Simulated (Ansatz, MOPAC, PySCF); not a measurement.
Reaction (SMILES): [H][H] (H2) -> 2 H atom (the H-H bond breaks)

Property: bond dissociation energy (enthalpy at 298 K), in kcal/mol. Set-up: spin-orbit terms left out; frozen cores in correlated levels; six Cartesian d functions in 6-31G* and its kin unless marked 5d; UHF or UKS for open shells; non-relativistic. CBS(X,Y): correlation extrapolated as X^-3; Hartree-Fock from the larger set (for Q and 5 zeta extrapolated as (X+1)exp(-9√X)). First-principles rows: single points at B3LYP-D3(BJ) geometries (Ansatz, a first-principles code), with unscaled harmonic terms from B3LYP/6-31G* at its own minima. Semi-empirical rows: MOPAC heats of formation at their own minima for 298 K.

Measured values: Active Thermochemical Tables 1.112 (ions: stationary electron), as tabulated in the package chemicals; they hold spin-orbit and core effects, anharmonicity. 

Value to compare with, the measured value: 104.2 kcal/mol.

```tsv
level	program	bond dissociation energy (enthalpy at 298 K) (kcal/mol)	error
PM3	MOPAC	117.6	13.4
PM6	MOPAC	129.9	25.7
HF/STO-3G	Ansatz	109.6	5.4
PBE/STO-3G	Ansatz	134.6	30.4
B3LYP/cc-pVDZ	Ansatz	101.7	-2.5
B3PW91/6-31G* (5d)	PySCF	101.3	-2.9
PBE/def2-TZVPD	Ansatz	99.1	-5.1
B2PLYP-D3(BJ)/def2-TZVPD	Ansatz + dftd3	102.1	-2.1
CCSD(T)/CBS(cc-pVQZ,cc-pV5Z)	Ansatz	104.0	-0.2
```

Among the 6 habitual levels, PBE/STO-3G lies farthest from the measured value (30.4 kcal/mol); 4 of 6 lie above it, and their mean absolute error is 13.4 kcal/mol, the median 9.4. One case shows no general order.

The levels are drawn from those run, B3LYP/6-31G* more often than the rest, none by its result; runs whose electronic state is in doubt are left out.
